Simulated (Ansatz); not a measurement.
**The cluster K₂Bi−: the relaxed shape and its frontier levels**

What does the cluster K₂Bi− look like as a singlet, and where do its frontier electrons sit?

The runs use Ansatz 0.2.0, Gaussian basis; RKS PBE0-D4/def2-TZVPD.

Plan: relaxation at PBE-D4/def2-TZVPD; a single point at PBE0-D4/def2-TZVPD.

1 further run of the same task is left out (set aside as unsound or not needed). Runs told in other sessions of the task aren't counted.

## 1. The system as given

3 atoms, charge -1, spin multiplicity 1.

Atoms are counted from 1 here; the program's logs count them from 0.

Bond lengths: K1–K2 4.741 Å, K1–Bi3 3.402 Å, K2–Bi3 3.407 Å. Angles: K2–K1–Bi3 45.9°, K1–K2–Bi3 45.8°, K1–Bi3–K2 88.3°.

As a file:

```
K     0.7347    2.2133   -0.9164
K    -2.0356   -1.4264    0.3322
Bi    1.3009   -0.7869    0.5841
```

Bi takes a core potential in the def2 sets. No spin-orbit coupling is included. The ion is computed in the gas phase, without counter-ions or solvent.

The start is a GFN2-xTB geometry.

## 2. Relaxation at PBE-D4/def2-TZVPD

The input, in.yaml:

```yaml
crystal:
  periodic: [false, false, false]
  atoms:
    - {symbol: K, position_ang: [0.734670, 2.213300, -0.916380]}
    - {symbol: K, position_ang: [-2.035600, -1.426390, 0.332250]}
    - {symbol: Bi, position_ang: [1.300930, -0.786920, 0.584120]}
basis:
  gaussian: {orbitals: def2-TZVPD}
total_charge: -1
hamiltonian: {xc: pbe, dispersion: d4}
scf: {lower_state_search: "off"}
output: {orbitals: {seedname: orbitals}}
relax: {f_tol: 0.02, max_steps: 100}
```

Launch:

```sh
$ ansatz run in.yaml --threads 4 --pin off --events-out ev --progress --plain --max-ram 3916MiB
```

The runs that follow: Single point, PBE0-D4/def2-TZVPD.

Q: Predict the results of all the runs planned. Wanted: point group; commonest bond; HOMO, LUMO at PBE0-D4/def2-TZVPD.

**Answer**, as computed:

| quantity | value |
| --- | --- |
| point group | C2v |
| commonest bond | Bi–K, 2 of mean length 3.298 Å |
| HOMO, LUMO at PBE0-D4/def2-TZVPD | 0.26, 1.29 eV |

**Reading.** The molecule keeps its bonding pattern by the stored test; the atoms moved 0.06 Å (rms). No usable vibrations, so a minimum isn't proven. Doubts on the single point: highest occupied level lies above zero. Whether this spin is the lowest isn't tested here.

The anion's highest level is positive in at least one run, so there the basis alone may hold the extra electron.
